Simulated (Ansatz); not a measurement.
C2H7NO can be A, `CNCO`, or B, `NCCO`.

Calculated with Ansatz (gas phase, PBE0-D4/def2-TZVP geometries, no zero-point term in ΔE). CBS: MP2 limit from def2 TZ/QZ plus the TZ coupled-cluster correction, frozen cores. This one scheme is used for every species. Functionals use def2-TZVPP. B3LYP here is the variant with VWN-RPA as its local correlation; programs differ in this. Each species was taken in one conformer, which may not be the lowest.

Task: Which is lower in electronic energy at CCSD(T)/CBS, and by how much? (Best estimate.)

Result: Computed: B, by 3.7 kcal/mol.

Task: Give E(B) − E(A) in kcal/mol with r2SCAN-D4, PBE-D4, B2PLYP, PBE0-D4, ωB97M-V, CCSD(T)/def2-TZVPP, B3LYP. (Best estimate.)

Result: Ansatz gave: r2SCAN-D4 -2.7, PBE-D4 -2.4, B2PLYP -2.8, PBE0-D4 -2.7, ωB97M-V -3.2, CCSD(T)/def2-TZVPP -3.2, B3LYP -2.4. None reverses the order clearly.

Task: Does the order hold for the free energy at 298.15 K (harmonic terms from PBE0-D4)? (Best estimate.)

Result: Computed: Yes: G(B) − G(A) = -3.5 kcal/mol, for one conformer each.

Largest T1 diagnostic: 0.010.

Leaving LDA and LC-ωPBE aside and taking each functional with its dispersion term where it has one, the values, not all of them listed here, spread over 1.0 kcal/mol, from ωB97M-V to BLYP-D4. At CCSD(T), def2-SVP lies +1.6 kcal/mol from the extrapolated value and def2-TZVPP +0.5 kcal/mol.
